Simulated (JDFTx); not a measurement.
System: nitrous oxide, N2O (SMILES N#[N+][O-]), charge 0, multiplicity 1; geometry: a GFN2-xTB minimum in vacuum (no imaginary frequency past 20 cm⁻¹; largest PBE force component 4.8 eV/Å). Coordinates in Å:
```xyz
3

N     -1.128     0.000     0.000
N     -0.022     0.000     0.000
O      1.128     0.000     0.000
```

Method: PBE, GBRV ultrasoft potentials, plane waves to 20/100 Ha, in a modified build of JDFTx. Liquid: CANDLE, water, 0.5 M NaF. The liquid run sits in a periodic box with 4 Å from the outermost atoms to the faces; the vacuum run is isolated. The box matters at about 0.01 eV. The solvation energy is E(in liquid) − E(vacuum) at fixed geometry, with no thermal, conformational or standard-state terms added.

The values are those of the intact species: the continuum can't coordinate to it or react with it. The geometry is far from a PBE minimum, which enters the values.

| Item | Result |
|---|---|
| solvation energy | -1.1 kJ/mol |
| part: cavitation term of the fluid | 27.5 kJ/mol |
| part: dispersion term of the fluid | -19.3 kJ/mol |
| part: electrostatic term of the fluid | -10.6 kJ/mol |
| part: distortion of the solute's electrons | 1.3 kJ/mol |
| dipole moment in vacuum | 0.30 D |
| dipole moment in the liquid | 0.40 D |
| highest occupied level in vacuum (zero: vacuum level) | -8.40 eV |
| highest occupied level in the liquid (zero: bulk electrolyte) | -8.14 eV |
| volume of the model's cavity | 131.6 Å³ |
| rough cost, vacuum and liquid run | 40 s and 40 s of core time |
